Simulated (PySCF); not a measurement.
Molfile (atoms numbered from 1):
```
C4H7OP
     RDKit          3D

 13 12  0  0  0  0  0  0  0  0999 V2000
   -2.1972   -0.2732    0.1741 C   0  0  0  0  0  0  0  0  0  0  0  0
   -1.0599    0.5325    0.3313 O   0  0  0  0  0  0  0  0  0  0  0  0
    0.1414   -0.2013    0.3192 C   0  0  0  0  0  0  0  0  0  0  0  0
    1.3028    0.7817    0.4981 C   0  0  0  0  0  0  0  0  0  0  0  0
    2.5729    0.1012    0.4959 C   0  0  0  0  0  0  0  0  0  0  0  0
    3.9227   -0.6639    0.4877 P   0  0  0  0  0  0  0  0  0  0  0  0
   -2.1753   -0.8104   -0.7826 H   0  0  0  0  0  0  0  0  0  0  0  0
   -2.2815   -1.0077    0.9854 H   0  0  0  0  0  0  0  0  0  0  0  0
   -3.0566    0.3934    0.1971 H   0  0  0  0  0  0  0  0  0  0  0  0
    0.2498   -0.7444   -0.6338 H   0  0  0  0  0  0  0  0  0  0  0  0
    0.1470   -0.9440    1.1337 H   0  0  0  0  0  0  0  0  0  0  0  0
    1.1642    1.3197    1.4415 H   0  0  0  0  0  0  0  0  0  0  0  0
    1.2654    1.5168   -0.3125 H   0  0  0  0  0  0  0  0  0  0  0  0
  1  2  1  0
  2  3  1  0
  3  4  1  0
  4  5  1  0
  5  6  3  0
  1  7  1  0
  1  8  1  0
  1  9  1  0
  3 10  1  0
  3 11  1  0
  4 12  1  0
  4 13  1  0
M  END
```

PySCF calculation with σ from GIAO-PBE0/pcSseg-1 and coordinates at the GFN2-xTB level; rapidly exchanging positions averaged, single conformer, relativity neglected, in vacuum.

Shifts are taken against calculated references (same method and geometry level): ¹³C (186.93 ppm), ¹H (31.72 ppm) against TMS; ¹⁷O (336.08 ppm) against H2O; ³¹P (318.38 ppm) vs H3PO4.

```json
{"atoms": "O2", "nucleus": "¹⁷O", "count": "1", "δ (ppm)": "?"}
{"atoms": "C1", "nucleus": "¹³C", "count": "1", "δ (ppm)": "61.3"}
{"atoms": "H10/H11", "nucleus": "¹H", "count": "2", "δ (ppm)": "3.58"}
{"atoms": "H7/H8/H9", "nucleus": "¹H", "count": "3", "δ (ppm)": "3.56"}
{"atoms": "C3", "nucleus": "¹³C", "count": "1", "δ (ppm)": "?"}
{"atoms": "C4", "nucleus": "¹³C", "count": "1", "δ (ppm)": "34.4"}
{"atoms": "C5", "nucleus": "¹³C", "count": "1", "δ (ppm)": "184.4"}
{"atoms": "H12/H13", "nucleus": "¹H", "count": "2", "δ (ppm)": "?"}
{"atoms": "P6", "nucleus": "³¹P", "count": "1", "δ (ppm)": "-15.3"}
```

Q: Complete the table.

A: 
- C3: 77.7 ppm, sp3 CH2 bonded to O; pulled downfield by the heteroatom
- H12/H13: 2.98 ppm, hydrogen on an sp3 CH2
- O2: 29.1 ppm, ether oxygen

Shifts are as computed. Against solution values, carbons near 30 ppm lie about +3 ppm off and those near 130 ppm about +5 ppm. Of 1211 compounds with measured shifts, 218 miss one by over three times the rms of a fit or turn the order of signals round; such compounds aren't used in these exercises. Experimental scales use liquid or dissolved standards, which lie at an offset from isolated H2O (liquid H2O: subtract about 36 ppm) and H3PO4.
